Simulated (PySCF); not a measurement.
Spin states of N2

Unrestricted PBE0; basis N def2-SVP; no relativity; PySCF 2.14. Outer shells of the fragments: N 2s2 2p3; N 2s2 2p3.

Followed along the bond (rough minima from three points):

| 2Ms+1 | unpaired | ⟨S²⟩ at the start | R at minimum (Å) | Te (eV) |
| --- | --- | --- | --- | --- |
| 1 | none | 0.00 | 1.10 | 0.00 |
| 3 | π ↑↑ | 2.00 | 1.27 | 6.38 |
| 5 | π ↑↑↑↑ | 6.01 | none in the scan | ≤ 9.23 |

Solutions found at the starting distance of 1.310 Å, counted from the lowest of them; the search is not exhaustive and high or unbound solutions are not listed, so other states can lie among these:

```
2Ms+1    unpaired   term  E (eV)  ⟨S²⟩  ⟨Lz²⟩
    1        none    ¹Σ⁺    0.00  0.00   0.00
    3        π ↑↑  mixed    4.12  2.00   2.01
    3        π ↑↑  mixed    5.19  2.01   2.00
    3    σ ↑, π ↑     ³Π    5.21  2.01   1.00
    5      π ↑↑↑↑    ⁵Σ⁺    7.75  6.01   0.00
    5  σ ↑, π ↑↑↑     ⁵Π    8.47  6.01   1.00
    3  σ ↑, π ↑↑↓  mixed    9.65  3.01   3.01
```

A term symbol is given only where ⟨S²⟩ and ⟨Lz²⟩ are close to those of a pure state; real π, δ and φ orbitals otherwise mix terms, and g/u labels are left off.

Question: Compare the gap between the two lowest followed solutions at the starting distance with the gap between their minima.

Answer: At PBE0 the second solution (triplet, unpaired electrons π ↑↑) lies +4.12 eV from the first (singlet, closed shell) at 1.310 Å and +6.38 eV at the minima; the two curves relax by different amounts, since their minima lie near 1.27 and 1.10 Å.

The measured ground state is X ¹Σg+ (Huber and Herzberg, Constants of Diatomic Molecules (1979)).

Counting both spins, an empty level lies below a filled one in some of these solutions, because spin and occupation are held.
